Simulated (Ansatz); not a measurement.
Results of RPBE (Ansatz, a program for electronic structure, PAW) for body-centred tetragonal In.

Run with plane-wave cutoff 520 eV, 24×24×24 k mesh, Fermi–Dirac smearing 0.05 eV, scalar-relativistic PAW data made under PBE.

Properties against volume:

Shape and atoms are relaxed at each volume.

```csv
V (Å³/atom),P (GPa),c (Å),a (Å)
27.601,1.38,5.034,3.312
28.176,0.66,5.068,3.334
28.751,0.01,5.102,3.357
29.326,-0.55,5.125,3.383
29.901,-1.04,5.136,3.412
```

Note: the cell is over a tenth larger than the published one: the level's own overestimate first of all, though another phase or state, or a fault of the published cell, is possible; the bulk modulus comes from volumes at which shape and atoms were relaxed.
